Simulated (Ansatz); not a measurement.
The input, for Ansatz 0.2.0:

```yaml
crystal:
  periodic: [false, false, false]
  atoms:
    - {symbol: Ga, position_ang: [0.000000, 0.000000, 0.000000]}
    - {symbol: H, position_ang: [0.000000, 0.000000, 1.744000]}
basis:
  gaussian: {orbitals: cc-pVTZ}
magnetization: {spin_polarized: false, initial_magnetization: 2}
correlation: {method: sc_nevpt2, electrons: outside_noble_gas, active_space: {window: {electrons: 4, orbitals: 4}, states: [{multiplicity: 3, weights: [1, 1]}], root: 2}}
scf: {lower_state_search: light}
```

```sh
$ ansatz run in.yaml --threads 1 --pin off --events-out ev --progress --plain --max-ram 2393MiB
```

(1) One thing in this input was set wrong on purpose, beside settings that are merely unusual. What is the gravest fault, and what does the program do?

## Answers

(1) Root beyond the states. How the run ends: refused.
```
Error: the active space averages no state 2, counted from zero
```
